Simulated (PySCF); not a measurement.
# AlNH₇+, a complex of two parts: interaction energy

Wanted: the interaction energy for `[AlH3]` with `[NH4+]`.

Computed with PySCF 2.14.0; each step states its level. No surroundings beyond the atoms listed, unless a continuum is named. Atoms count from 0, parts from 1.

### 1 Starting point

9 atoms, charge 1, multiplicity 1; geometry: GFN2-xTB. Parts: 1 = atoms 0–3, `[AlH3]`, charge 0; 2 = atoms 4–8, `[NH4+]`, charge 1.

### 2 Optimising the geometry at PBE0-D3(BJ)/def2-SVPD

Job settings and geometry (Å):

```
{"job": {"xc": "PBE0", "basis": "def2-SVPD", "d3": "d3bj", "grid": 2, "kind": "geom", "shake": 0.01}, "charge": 1, "multiplicity": 1, "parts": [{"atoms": "0-3", "charge": 0, "multiplicity": 1}, {"atoms": "4-8", "charge": 1, "multiplicity": 1}]}
Al     0.210205     0.067579     0.097035
H     -0.392057    -0.835329    -1.029695
H      1.759193    -0.029635     0.080182
H     -0.591253     0.983518     1.045806
N      2.185428    -1.860315    -1.981384
H      1.209705    -2.022199    -2.255506
H      2.171690    -1.157265    -1.180529
H      2.637794    -2.721139    -1.656492
H      2.717180    -1.466134    -2.741656
```

On the command line:

```bash
$ OMP_NUM_THREADS=1 python cluster_run.py task.json out
```

One launch serves the whole session: the jobs run in the order shown.

**Question.** The jobs that follow are: CCSD(T)/aug-cc-pVDZ and MP2/aug-cc-pVTZ counterpoise interaction energy, frozen core, gas phase. Predict: point group; rotational constants (main isotopes); interaction energy, CCSD(T) limit estimate; MP2/aug-cc-pVTZ; T1 diagnostic.

**Answer**, as computed:

```
                                  quantity                  value
                               point group                     Cs
      rotational constants (main isotopes)  72.69, 2.54, 2.49 GHz
interaction energy, CCSD(T) limit estimate        -13.54 kcal/mol
                           MP2/aug-cc-pVTZ        -13.64 kcal/mol
                             T1 diagnostic                 0.0074
```

In words: Relaxing lowered the energy by 0.146 eV in 14 steps; the bond of the start that moved most is Al0–H2, from 1.552 to 1.638 Å. The interaction energy leaves out the deformation of the parts, 2.48 kcal/mol; with it the binding is about -11.06 kcal/mol. The estimate adds CCSD(T) less MP2 in the small basis (+0.24 kcal/mol) to extrapolated MP2. Hartree-Fock gives -10.33 against -13.54 kcal/mol.
